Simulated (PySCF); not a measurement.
tetrafluoromethane (CF₄), SMILES FC(F)(F)F.

Coordinates come from a B3LYP-D3(BJ)/def2-SVP optimisation.

Two levels are set side by side: PBE/def2-TZVPD (PySCF) and r2SCAN/def2-TZVPD (PySCF). Same geometry, gas phase. Differences are taken from unrounded values.

```tsv
quantity	r2SCAN	PBE	PBE minus r2SCAN
orbital gap (eV)	11.54	10.25	-1.29
highest occupied level (eV)	-10.96	-10.41	0.56
lowest empty level (eV)	0.57	-0.16	-0.73
mean polarisability (bohr³)	19.6	20.6	1.0
```

Rough cost on one machine, each run with all the roots and properties that it gave: r2SCAN against PBE about 5 times.
